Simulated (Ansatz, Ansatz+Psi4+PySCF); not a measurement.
```yaml
atoms:
  - { symbol: O, position_ang: [0.3000, 0.3000, 0.3000] }
  - { symbol: O, position_ang: [-0.2810, -0.5314, 1.0675] }
  - { symbol: O, position_ang: [-0.2490, 1.4399, 0.1688] }
```

Basis set: cc-pVTZ (spherical functions). Left uncorrelated: 3 orbitals. Charge 0, multiplicity 1.

Computed with Ansatz (development build ahead of 0.2.0); each method stands on the lowest determinant of its kind that the runs found. Restricted open shells among the atoms or ions are ROHF, correlated in semicanonical orbitals with singles.

The atomization energy at this shape (free ground-state atoms in the same class of orbitals less the molecule, no zero-point energy) of singlet O₃:

```json
{"method": "RHF-CCSD(T)", "atomization energy": "5.75 eV"}
{"method": "RHF-CCSD", "atomization energy": "4.71 eV"}
{"method": "UHF-CCSD(T)", "atomization energy": "5.47 eV"}
{"method": "UHF-CCSD", "atomization energy": "4.80 eV"}
{"method": "UHF-MP2", "atomization energy": "5.21 eV"}
{"method": "UHF", "atomization energy": "-0.22 eV"}
```

(1) What does RHF-MP2 give?

Results:

(1) 6.90 eV. Caution for RHF-CCSD(T), RHF-CCSD, RHF-MP2: an unrestricted determinant lies well below; large share of triples, a single reference is doubtful. Caution for RHF-CCSD(T), RHF-CCSD, UHF-CCSD(T), UHF-CCSD: the program doubts this total. Caution for UHF-CCSD(T), UHF-MP2: another reference gives a lower total. Caution for UHF-CCSD(T), UHF-CCSD, UHF-MP2: large amplitudes, a single reference is doubtful. Caution for UHF-CCSD(T), UHF-CCSD, UHF-MP2, UHF: the determinant breaks the point group; the unrestricted determinant is a mixture of spin states.
